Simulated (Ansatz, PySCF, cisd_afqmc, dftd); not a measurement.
Reaction: CF4 (tetrafluoromethane, SMILES FC(F)(F)F) → CF3 (SMILES F[C](F)F, doublet) + F (doublet) (the C-F bond breaks)
Each species at its own B3LYP-D3(BJ)/def2-TZVP minimum (Ansatz, an electronic-structure program).

Property: bond dissociation energy (enthalpy at 298 K, ideal-gas terms from PySCF's Hessians at B3LYP-D3(BJ)/def2-TZVP), in kJ/mol. Radicals and triplets start from unrestricted determinants; spin-orbit coupling is neglected. Correlated methods leave the cores frozen. Rows without X2C or -DK are non-relativistic. The Monte Carlo rows (phaseless AFQMC, CISD trial, step 0.005/hartree) carry one-sigma bars that omit the constraint's bias. Outlying blocks are dropped, and bars are widened where a walk drifts. Over all cases where full CI ran beside it in this data, AFQMC minus full CI had a median of +0.1 mEh and passed +0.4 mEh in a tenth of the cases. CBS(X,Y): correlation extrapolated as X^-3, Hartree-Fock from the larger set. A bracket is a step between two methods taken in the basis named. Functionals run without relativity, which enters their misses. '+ core + X2C': CCSD(T) terms for core correlation (cc-pwCVTZ) and scalar relativity (cc-pVTZ-DK).

From measured enthalpies of formation at 298 K: 130.2 kcal/mol (Active Thermochemical Tables 1.112 (ions: stationary electron), as tabulated in the package chemicals). The calculations leave out spin-orbit terms.

| level | program | bond dissociation energy (kJ/mol) | error against that value |
|---|---|---|---|
| PBE0-D3(BJ)/def2-TZVPD | Ansatz + dftd3 | 527.1 | -17.5 |
| r2SCANh/def2-TZVPD | Ansatz | 519.8 | -24.8 |
| CCSD/CBS(cc-pVTZ,cc-pVQZ) | Ansatz | 536.4 | -8.2 |
| CCSD(T)/cc-pVQZ | Ansatz | 543.3 | -1.3 |
| CCSDT(Q)/cc-pVDZ | Ansatz | 513.7 | -30.9 |
| AFQMC/CISD/cc-pVTZ | cisd_afqmc | 538.4 ± 1.7 | -6.2 |
| CCSD(T)/CBS(cc-pVTZ,cc-pVQZ) + [AFQMC/CISD - CCSD(T)]/cc-pVTZ + core + X2C | Ansatz + cisd_afqmc | 550.2 ± 1.7 | 5.6 |
| CCSD(T)/CBS(cc-pVTZ,cc-pVQZ) + [CCSDT(Q) - CCSD(T)]/cc-pVDZ + core + X2C | Ansatz | 549.0 | 4.4 |
